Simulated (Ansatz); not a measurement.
```csv
atom,x (Å),y (Å),z (Å)
C,0.0451,-0.0245,-0.1582
H,-0.0272,0.9037,0.5936
H,0.1003,-0.8599,0.5156
```

RHF on singlet CH2 was run in several spherical basis sets with Ansatz (development build ahead of 0.2.0). Caution: another spin multiplicity may lie lower.

(1) Rank the basis sets by the total energy that they give, lowest first, with the distance from the lowest.
A. aug-cc-pVDZ
B. def2-SVP
C. 6-31G
D. cc-pVDZ
E. STO-3G

Results:

(1) A (0.00 eV), D (0.09 eV), C (0.85 eV), B (1.07 eV), E (13.96 eV).

Totals follow the description of the cores as much as that of the bonds, so this order isn't one of quality for chemistry.
